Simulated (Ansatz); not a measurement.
# One elementary step

Start structure (CH$_{6}$AlF, singlet), relaxed at PBE0-D4/def2-TZVP:

```json
{"atom": "Al1", "x (Å)": "-0.9957", "y (Å)": "-1.1323", "z (Å)": "0.1682"}
{"atom": "F2", "x (Å)": "-2.2047", "y (Å)": "-0.2939", "z (Å)": "-0.5953"}
{"atom": "H3", "x (Å)": "-0.0875", "y (Å)": "-2.0582", "z (Å)": "-0.7284"}
{"atom": "H4", "x (Å)": "-1.0234", "y (Å)": "-1.1382", "z (Å)": "1.7459"}
{"atom": "H5", "x (Å)": "-0.1102", "y (Å)": "0.9819", "z (Å)": "-0.6292"}
{"atom": "C6", "x (Å)": "0.8593", "y (Å)": "0.9127", "z (Å)": "-0.1245"}
{"atom": "H7", "x (Å)": "1.1255", "y (Å)": "1.9174", "z (Å)": "0.2025"}
{"atom": "H8", "x (Å)": "0.8324", "y (Å)": "0.2868", "z (Å)": "0.7757"}
{"atom": "H9", "x (Å)": "1.6043", "y (Å)": "0.5237", "z (Å)": "-0.8149"}
```

The step: AlH₂F ([F][AlH2]) + CH₄ → CH₅Al ([CH3][AlH2]) + HF (still joined by a long Al–F bond); bonds formed: Al1–C6, F2–H5; bonds broken: H5–C6; bonds weakened to dative contacts: Al1–F2. Computed with Ansatz 0.2.0 (basis: def2-TZVPP and def2-QZVPP); correlated methods freeze the cores. Extrapolation: Hartree–Fock as exp(−7.88 √X), correlation as X^−2.97. Energies below are by CCSD(T) at an estimated basis limit (MP2 extrapolated from triple and quadruple zeta, plus CCSD(T) − MP2 in triple zeta).

Task: What are the electronic barrier and the energy of the step, from the start structure to the end structure? (Judge from chemistry; the value comes from the calculation.)

Result: The calculation gives: Barrier 45.36 kcal/mol; step energy 41.13 kcal/mol (uphill); reverse barrier, their difference, 4.22 kcal/mol. Barrier and step energy count from the start structure, the reverse barrier from the end structure.

The saddle point: One imaginary mode of 435i cm⁻¹.
```csv
pair,start (Å),saddle (Å),end (Å)
Al1–C6,2.78,2.06,1.97
F2–H5,2.45,1.03,0.93
Al1–F2,1.66,1.96,2.13
H5–C6,1.10,1.63,2.50
```

Zero-point energy (harmonic, PBE0-D4): ZPE is 39.04 kcal/mol at the start and 37.07 kcal/mol at the saddle, so the barrier goes from 45.36 to 43.39 kcal/mol.

No T1 diagnostic of these runs exceeds 0.011.

Labels in which every atom is bracketed show which atoms are joined, not bond orders.

For scale, one of the runs: CCSD(T)/def2-TZVPP, 188 basis functions (an equivalent command: `ansatz run in.yaml --threads 2`). Hardware: 2 CPU threads, shared host. Wall time 26 s; peak host memory 2.1 GiB.
